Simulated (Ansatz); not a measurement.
## Worked example: HNC⁺, doublet against HNC, singlet

Geometry (PBE0/def2-TZVP stationary point of a singlet), kept for both states (HNC, singlet: Σ⁺; HNC⁺, doublet: Σ⁺):

```xyz
3

N     0.0000    0.0000    0.0555
C     0.0000    0.0000   -1.1080
H     0.0000    0.0000    1.0525
```

Basis cc-pVDZ; Ansatz 0.2.0. Only valence electrons are correlated (noble-gas cores frozen). Prefix R: restricted or restricted open-shell reference; prefix U: unrestricted.

Full CI isn't at hand for all of this; UCCSDT(Q) serves as the reference, and is uncertain by the last step of the cluster series or more.

Unrestricted rows (U, and Kohn–Sham where it breaks symmetry) aren't spin-pure: their determinants' ⟨S²⟩ exceeds S(S+1) by up to 0.38, so they mix in states of higher spin.

```tsv
level	E(HNC, singlet) (hartree)	E(HNC⁺, doublet) (hartree)
UHF	-92.866242	-92.472269
UMP2	-93.137036	-92.691401
UCCSD(T)	-93.162625	-92.735870
PBE	-93.288363	-92.853303
r2SCAN	-93.348909	-92.914162
UCCSDT(Q)	-93.164062	-92.739083
```

Task: Give the vertical gap, HNC⁺ doublet less HNC singlet, at each level in eV (1 hartree = 27.2114 eV), and each error against UCCSDT(Q).

Result: UCCSDT(Q): (-92.739083 − (-93.164062)) × 27.2114 = 11.564 eV (the reference)
r2SCAN: (-92.914162 − (-93.348909)) × 27.2114 = 11.830 eV, error 0.266 eV
PBE: (-92.853303 − (-93.288363)) × 27.2114 = 11.839 eV, error 0.275 eV
UCCSD(T): (-92.735870 − (-93.162625)) × 27.2114 = 11.613 eV, error 0.049 eV
UMP2: (-92.691401 − (-93.137036)) × 27.2114 = 12.126 eV, error 0.562 eV
UHF: (-92.472269 − (-92.866242)) × 27.2114 = 10.721 eV, error -0.843 eV

Total energies of functionals can't be set beside those of wave-function methods, since they hold the core's correlation and their own absolute errors; only the differences compare.

In so small a basis the reference is far from its limit while semilocal and hybrid functionals are nearer theirs, so the functionals' errors here hold much of the reference's basis and frozen-core error, which can add to them or hide them.

Each level lands on the state that its own search finds. T1 diagnostics of restricted CCSD: 0.017 and 0.031.
